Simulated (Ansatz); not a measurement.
A made-up structure of C2HS (charge -1), singlet:

C1  (-0.390, -0.539, 0.978)
C2  (-0.270, 0.160, -0.107)
S3  (1.437, -0.423, -0.061)
H4  (2.777, -0.273, -0.239)
(Å)

It is relaxed with PBE-D4/def2-SVPD and then PBE0-D4/def2-TZVPD (Ansatz 0.2.0). Atoms count as bonded within 1.22 times the sum of their covalent radii (H–H: 0.88 Å). The end point is not checked to be a true minimum.

**Question.** Does its bonding change? (A judgement: the text doesn't fix the answer.)

**Answer.** By the calculation: No: no bond forms or breaks.

Where it ends: The first stage lowers the energy by 2.11 eV in 10 steps. It ends as C₂HS ([C]1[C][SH]1), total charge -1:
```xyz
4
angstrom
C -0.0209 -0.3935 0.9606
C -0.1881 0.2347 -0.1716
S 1.3779 -0.8829 -0.2702
H 2.3865 -0.0335 0.0522
```

Labels in which every atom is bracketed show which atoms are joined, not bond orders.

For scale, one of the runs: PBE0-D4/def2-TZVPD relaxation, 129 basis functions, launched by `ansatz run in.yaml --threads 2 --pin off --events-out ev --progress --plain --max-ram 4352MiB`. The run took about 9 s on 2 CPU threads of an Intel Xeon Platinum 8223CL (shared host).
